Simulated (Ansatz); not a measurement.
# 1T (CdI2-type) PtS2

Method: PBE in Ansatz (PAW).

Numerical settings: plane-wave cutoff 520 eV, 12×12×8 k mesh (along the axes of the cell as run), perturbation theory, scalar-relativistic PAW data made under PBE.

Cell (relaxed at this level):

```cif
data_PtS2
_chemical_formula_sum 'Pt1 S2'
_space_group_name_H-M_alt 'P-3m1'
_space_group_IT_number 164
_space_group_name_Hall '-P 3 2"'
_cell_length_a 3.57667
_cell_length_b 3.57667
_cell_length_c 6.47492
_cell_angle_alpha 90.000
_cell_angle_beta 90.000
_cell_angle_gamma 120.000
loop_
_atom_site_label
_atom_site_type_symbol
_atom_site_symmetry_multiplicity
_atom_site_Wyckoff_symbol
_atom_site_fract_x
_atom_site_fract_y
_atom_site_fract_z
_atom_site_occupancy
Pt1 Pt 1 a 0.00000 0.00000 0.00000 1
S1 S 2 d 0.33333 0.66667 0.18958 1
```

```json
{
 "high-frequency dielectric constant (mean over three axes)": "9.58",
 "dielectric constant ε0 (ions relaxed) (mean over three axes)": "10.3"
}
```

Note: the cell comes from a level without a dispersion term, which matters for the spacing of layers, chains or molecules; the cell has widely spaced layers and the level no dispersion term, so their spacing and the moduli can rest on weak binding.

Spin–orbit coupling is not included.

It cost about 50 core-minutes (a rough figure) of CPU time.

Ansatz is a program for electronic structure.
